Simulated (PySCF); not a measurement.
**LiAl at PBE0**

Computed with PBE0; Li def2-TZVP, Al def2-TZVP; no relativity (PySCF 2.14).

```
state                                            : ¹Σ⁺ (singlet), closed shell
bond length                                      : 2.898 Å
harmonic wavenumber                              : 307 cm⁻¹
force constant                                   : 0.309 mdyn/Å
rotational constant Be                           : 0.3605 cm⁻¹
anharmonicity ωexe                               : 1.79 cm⁻¹
vibration–rotation constant αe                   : 0.00355 cm⁻¹
well depth De to Li + Al                         : 83 kJ/mol
dissociation energy D0                           : 81 kJ/mol
HOMO–LUMO gap                                    : 1.93 eV
bond order (Mayer)                               : 0.97
dipole moment (positive dipole means Li(−)Al(+)) : -2.86 D
```

Closed-shell solutions of metal pairs were not tested for spin polarisation, which can lower them a little.
